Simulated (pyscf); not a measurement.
cyclic C₃H₄Cl₂ (SMILES ClC1(Cl)CC1) -> Cl–C:–Cl [singlet] + H₂C=CH₂ (cycloreversion; singlet surface; C–C, C–C broken, none formed). Optimised with ωB97X-D3(BJ)/def2-SVP in PySCF. MP2 and CC: frozen core, UHF for open shells. ΔMP2 is the change of the MP2 total energy from the triple- to the quadruple-zeta basis. Energies in kcal/mol from the reactant's lowest minimum found.

```
level                             barrier  reaction energy
--------------------------------  -------  ---------------
PBE/def2-TZVP                           ?            +66.2
B3LYP-D3(BJ)/def2-TZVP               65.3            +64.6
ωB97M-D3(BJ)/def2-TZVP               72.6            +68.4
HF/def2-TZVP                         75.3            +59.3
MP2/def2-QZVPP                       77.2            +77.9
CCSD(T)/def2-TZVPP                   70.2            +67.0
CCSD(T)/def2-TZVPP + ΔMP2(QZVPP)        ?                ?
```

Q: What belongs in the gaps?

A: 
- PBE/def2-TZVP, barrier: 65.7
- CCSD(T)/def2-TZVPP + ΔMP2(QZVPP), barrier: 70.0
- CCSD(T)/def2-TZVPP + ΔMP2(QZVPP), reaction energy: +67.4

At PBE, MP2 this geometry lies under the product side: in single points on another level's saddle the reverse barrier vanishes, and the forward threshold there is about the reaction energy. cyclic C₃H₄Cl₂ (SMILES ClC1(Cl)CC1) lies 11.8 kcal/mol over its isomer H₃C–C(Cl)=CH–Cl (electronic energy, ωB97M-D3(BJ)). One saddle was located; it need not be the lowest between these sides. A restricted solution here is unstable towards spin polarisation, so biradical character is likely and single-reference numbers are less safe. The CCSD(T) − MP2 part came from Ansatz, without density fitting, on the same reference.
